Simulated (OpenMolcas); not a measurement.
## BH2O (SMILES B[O]): methods side by side

BH2O: 4 atoms, total charge 0, spin state doublet. As SMILES, `B[O]`. The coordinates come from a PBE0-D4/def2-TZVP relaxation.

```xyz
4

B    -0.0011   -0.0103   -0.0151
O     1.0253   -0.3408    0.6769
H    -1.0526   -0.5877    0.1516
H     0.0839    0.8785   -0.8336
```

Each level gives the energy change with the B1–H3 bond stretched from 1.211 to 1.514 Å (eV). The values are calculated.

```csv
level,kind,program,value (eV),less FCI/STO-3G
UHF/STO-3G,Hartree–Fock,OpenMolcas,1.32,+0.43
USVWN5/STO-3G,LDA,OpenMolcas,0.87,-0.02
UPBE/STO-3G,GGA,OpenMolcas,0.84,-0.05
U-r2SCAN/STO-3G,meta-GGA,OpenMolcas,0.95,+0.06
UB3LYP/STO-3G,global hybrid,OpenMolcas,0.96,+0.07
"CASSCF(3,3)/STO-3G",multireference,OpenMolcas,1.39,+0.50
ROCCSD(T)/STO-3G,coupled cluster or CI,OpenMolcas,0.90,+0.01
FCI/STO-3G,exact in the basis,OpenMolcas,0.89,0.00
```

FCI/STO-3G is exact within its basis and frozen core, so for wave-function methods in that basis the difference is their error; functionals converge differently with the basis, so for them it is only a difference. The first shape isn't each level's own minimum. The values span 0.84 to 1.39 eV. All rows use very small basis sets, so even the best lies far from the true value.
